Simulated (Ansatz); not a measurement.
bcc Sr (high-temperature phase) was calculated with r²SCAN+rVV10 (plane waves, PAW; Ansatz, a quantum-chemistry and plane-wave program).

Settings: plane-wave cutoff 500 eV, 22×22×22 k mesh, Fermi–Dirac smearing 0.1 eV, scalar-relativistic PAW data made under PBE.

Computed at the level's own relaxed cell.

Question: What does this level give for the equilibrium volume per atom and equilibrium lattice constant a?

Answer: 
* **equilibrium volume per atom**: 55.09 Å³/atom
* **equilibrium lattice constant a**: 4.794 Å

The run finds no gap.

Note: symmetry holds this phase in the static calculation, where it need not be a minimum.
